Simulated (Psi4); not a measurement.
**BF: a line through the functionals**

BF: 2 atoms, total charge 0, spin state singlet. As SMILES, `[B]F`. The shape is that of a PBE0-D4/def2-TZVP optimisation.

The dipole moment y, in D, basis def2-TZVPPD; a is the functional's share of exact exchange. Programs: Psi4 1.11.

```
functional  program     a  y (D)
      TPSS     Psi4     0   1.08
    revPBE     Psi4     0   1.08
     B3LYP     Psi4   0.2      ?
      PBE0     Psi4  0.25   1.00
     BHLYP     Psi4   0.5   0.90
```

Task: Fit y = c + s·a to the known rows and predict B3LYP.

Result: 
1. Means of the 4 rows: a = 0.1875, y = 1.015.
2. Σ(Δa)² = 0.17188, Σ(Δa·Δy) = -0.06125, so the slope is -0.06125/0.17188 = -0.35635.
3. Intercept: 1.015 − (-0.35635) × 0.1875 = 1.082. The largest residual of the fit is 0.007.
4. B3LYP: 1.082 + (-0.35635) × 0.2 = 1.01 D.

The run gave 0.97 D, so the prediction is off by +0.04 D, more than the largest residual. The rows mix families of semi-local functionals, which the line can't see.
